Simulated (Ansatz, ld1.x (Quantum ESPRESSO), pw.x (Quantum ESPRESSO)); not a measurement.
## Equation-of-state test of one PAW potential (Li)

lithium, PAW, made with ld1.x (Quantum ESPRESSO) 7.5 (LDA (PW92), scalar-relativistic). Core [He], reference 2s1 2p0. Waves: 2s (bound): rcut 2.60, rcutus 3.20 bohr; 2s channel at 1.55 Ry: rcut 2.60, rcutus 3.20 bohr; 2p (bound, empty): rcut 4.35, rcutus 4.60 bohr; 2p channel at 1.8 Ry: rcut 4.35, rcutus 4.60 bohr; 3d channel at 0.05 Ry: rcut 3.45, rcutus 4.20 bohr; 3d channel at 0.65 Ry: rcut 3.45, rcutus 4.20 bohr. Local part: all-electron potential smoothed inside 3.25 bohr (lloc = -1). Core correction: Bessel-smoothed model core inside 2.15 bohr. Augmentation charge: PSQ, radius 2.55 bohr.

Atomic tests: cutoffs needed: 6 Ry and 6 Ry (the cutoffs (Ry, on a coarse ladder) from which the occupation-weighted sum of valence levels, in a spherical-Bessel basis at the reference potential, stays within 10 and 1 mRy of its value at 400 Ry); ghost test: no extra level below or beside the all-electron valence levels (s, p, d, f tested) (spherical-Bessel basis up to 400 Ry, 20 bohr box); configuration tests: test run stopped at test 2 of 4 (negative rho).

Crystal test: fcc Li in pw.x 7.5, no spin, 13³ k-points, Fermi–Dirac smearing 0.01 Ry, cutoffs 40/320 Ry. The reference is all-electron LAPW (Ansatz 0.2.0) with the same functional, mesh and smearing; V0 and B0 come from Birch–Murnaghan fits to the pressures at five volumes. Errors are pseudo minus all-electron; Δ is the rms difference of the E(V) curves that follow from these fits, minima aligned, over ±6 % about the mean V0. Mesh and smearing are coarse, so the numbers serve the comparison and aren't converged zero-temperature values; the lattice is a test structure that the element need not adopt.

All-electron: a0 = 4.237 Å (V0 = 19.01 Å³/atom), B0 = 14.9 GPa.

How far does the potential miss the all-electron equation of state?

converged, but broken (pressure over 100 GPa off). The pressure does not cross zero within the volumes sampled, so no fit is given. The largest radius (4.60 bohr) exceeds half the bond length (2.83 bohr), so the spheres overlap, which is one possible source of error among others. The pseudo pressure rises with volume over the whole range, a mechanical instability. Atomic configuration tests: test run stopped at test 2 of 4 (negative rho). A pressure error of this size marks a broken potential; the numbers have no physical meaning.

| V (Å³/atom) | P all-electron (GPa) | P pseudo (GPa) |
| --- | --- | --- |
| 18.111 | 0.78 | -3093.63 |
| 18.587 | 0.35 | -2989.35 |
| 19.064 | -0.04 | -2867.63 |
| 19.541 | -0.39 | -2720.90 |
| 20.017 | -0.70 | -2617.40 |

At the middle volume, how do free energy and pressure move when the wave cutoff is lowered (ecutrho held at 320 Ry)?

```csv
cutoff (Ry),shift of F (meV/atom),shift of P (GPa)
18,+92027.7,+47.77
24,+49956.5,-4.81
32,+17327.8,-34.06
```

The run at the middle volume (84 k-points, 40 iterations) took about 19 s on one core of a shared host (Neoverse-V2, 96 threads, 742 GiB, load 27).
